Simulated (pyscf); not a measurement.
**1,1-elimination: `[CH2]=[NH]` -> `[C-]#[NH+]` + `[H][H]`**

Gas phase, singlet surface, charge 0. Bonds broken: C1–H3, C1–H4. Bonds formed: H3–H4. Optimised with ωB97X-D3(BJ)/def2-SVP in PySCF.

Transition state (Å):

```xyz
5

C     -1.6044    -0.0127     0.0336
N     -1.0064     0.1386     1.0953
H     -1.0775    -1.3197    -0.7520
H     -1.8540    -0.5294    -0.9514
H     -0.2778    -0.5112     1.3916
```

One imaginary mode, 1782i cm⁻¹; descent along it reached the two sides named.

```csv
bond,change,reactant side (Å),saddle,product side
C1–H3,breaks,1.107,1.613,3.7
C1–H4,breaks,1.103,1.140,2.9
H3–H4,forms,1.872,1.126,0.760
```

Electronic energies relative to the reactant's lowest minimum found (kcal/mol):

```
level                   barrier  reaction energy  reverse barrier
----------------------  -------  ---------------  ---------------
ωB97X-D3(BJ)/def2-TZVP     95.7            +33.0             62.7
PBE/def2-TZVP              84.5            +35.7             48.8
r²SCAN/def2-TZVP           88.1            +34.6             53.5
B3LYP-D3(BJ)/def2-TZVP     90.1            +32.5             57.6
PBE0-D3(BJ)/def2-TZVP      91.4            +37.3             54.2
M06-2X/def2-TZVP           95.1            +30.1             65.0
ωB97M-D3(BJ)/def2-TZVP     92.9            +30.7             62.2
HF/def2-TZVP              107.5            +26.6             80.9
```

With ωB97M-D3(BJ)/def2-TZVP energies and thermal terms (ideal gas, 1 atm, RRHO with modes under 100 cm⁻¹ raised to 100, one conformer, R ln 2 for chiral ones without a mode under 150 cm⁻¹), in kcal/mol:

| T (K) | ΔH‡ | ΔG‡ | ΔH | ΔG |
|---|---|---|---|---|
| 298 | 86.9 | 86.7 | +23.8 | +16.2 |
| 600 | 87.3 | 86.3 | +25.6 | +7.8 |
| 900 | 87.5 | 85.8 | +26.4 | -1.3 |
| 1200 | 87.5 | 85.2 | +26.6 | -10.6 |

The same reactants have a lower exit, to [HC–NH₂] [singlet] (barrier +84.1 kcal/mol at ωB97M-D3(BJ)/def2-TZVP, against +92.9 kcal/mol here). C⁻≡NH⁺ lies 12.5 kcal/mol over its isomer HC≡N (electronic energy, ωB97M-D3(BJ)/def2-TZVP). One saddle was located; it need not be the lowest between these sides.
